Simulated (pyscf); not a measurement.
Multi-bond step: H₃Ge–SeH + HF → H₂Se + GeH₂ [singlet] + HF

Gas phase, singlet surface, charge 0. Bonds broken: Se1–Ge2, Ge2–H4, F7–H8. Bonds formed: Se1–H8, H4–F7. Optimised with ωB97X-D3(BJ)/def2-SVP in PySCF. MP2 and CC: frozen core, UHF for open shells. ΔMP2 is the change of the MP2 total energy from the triple- to the quadruple-zeta basis.

Transition state (Å):

```xyz
8

Se     0.7910    -0.5014     2.4314
Ge     0.9389     0.0913    -0.0416
H      0.8678    -1.9472     2.2004
H     -0.8918    -0.0405     0.2401
H      1.9597    -0.9876    -0.4949
H      1.8178     1.3651     0.0879
F     -1.7033    -0.2294     1.0327
H     -0.7897    -0.4009     1.8884
```

One imaginary mode, 1598i cm⁻¹; descent along it reached the two sides named, in the forms told below.

```csv
bond,change,reactant side (Å),saddle,product side
Se1–Ge2,breaks,2.364,2.547,2.6
Ge2–H4,breaks,1.528,1.857,2.347
F7–H8,breaks,0.935,1.263,2.125
Se1–H8,forms,2.360,1.674,1.471
H4–F7,forms,2.9,1.150,0.947
```

Electronic energies relative to the separated reactants (kcal/mol):

| level | barrier | reaction energy | reverse barrier |
|---|---|---|---|
| ωB97X-D3(BJ)/def2-TZVP | 42.9 | +59.3 | -16.3 |
| PBE/def2-TZVP | 28.8 | +52.0 | -23.2 |
| r²SCAN/def2-TZVP | 34.4 | +57.0 | -22.6 |
| B3LYP-D3(BJ)/def2-TZVP | 36.8 | +50.5 | -13.7 |
| PBE0-D3(BJ)/def2-TZVP | 36.6 | +56.2 | -19.6 |
| M06-2X/def2-TZVP | 43.4 | +53.8 | -10.4 |
| ωB97M-D3(BJ)/def2-TZVP | 41.7 | +50.2 | -8.5 |
| HF/def2-TZVP | 68.1 | +48.8 | 19.3 |
| MP2/def2-QZVPP | 44.2 | +58.6 | -14.4 |
| CCSD/def2-TZVPP | 50.1 | +53.2 | -3.1 |
| CCSD(T)/def2-TZVPP | 46.0 | +54.3 | -8.3 |
| CCSD(T)/def2-TZVPP + ΔMP2(QZVPP) | 45.4 | +54.0 | -8.5 |

With CCSD(T)/def2-TZVPP + ΔMP2(QZVPP) energies and thermal terms (ideal gas, 1 atm, RRHO with modes under 100 cm⁻¹ raised to 100, one conformer, R ln 2 for chiral ones without a mode under 150 cm⁻¹), in kcal/mol:

```json
[
 {"T (K)": "298", "ΔH‡": "42.4", "ΔG‡": "52.1", "ΔH": "+51.0", "ΔG": "+41.0"},
 {"T (K)": "600", "ΔH‡": "42.3", "ΔG‡": "62.1", "ΔH": "+50.6", "ΔG": "+31.0"},
 {"T (K)": "900", "ΔH‡": "42.7", "ΔG‡": "71.9", "ΔH": "+49.7", "ΔG": "+21.4"},
 {"T (K)": "1200", "ΔH‡": "43.4", "ΔG‡": "81.5", "ΔH": "+48.7", "ΔG": "+12.2"}
]
```

On the reactant side the descent ends in a complex, 6.3 kcal/mol under the separated species and 49.3 kcal/mol under the saddle at ωB97X-D3(BJ)/def2-TZVP. On the product side the descent ends in an adduct with a Ge–Se contact, 29.6 kcal/mol under the separated species and 13.3 kcal/mol under the saddle at ωB97X-D3(BJ)/def2-TZVP. At ωB97X-D3(BJ)/def2-TZVP, PBE, r²SCAN, B3LYP-D3(BJ), PBE0-D3(BJ), M06-2X, ωB97M-D3(BJ)/def2-TZVP, MP2, CCSD, CCSD(T), CCSD(T) the saddle lies under the separated products, which points to a path from their complex (located at ωB97X-D3(BJ) alone), and parting the products costs more than the saddle. What is counted as broken (Ge–Se) persists as a longer contact in the product adduct; parting that adduct is a step of its own. The same reactants have a lower exit, to H₂Se + F–GeH₃ (barrier +27.5 kcal/mol at ωB97M-D3(BJ)/def2-TZVP, against +41.7 kcal/mol here). One saddle was located; it need not be the lowest between these sides. The CCSD(T) − MP2 part came from Ansatz, without density fitting, on the same reference. The frozen core leaves the outer d or s,p core shells of the metals and heavy elements correlated in the MP2 and CC values, and def2-TZVPP describes them poorly, which can shift differences by a few kcal/mol. Elements up to Kr have no core potential and no relativistic terms here.
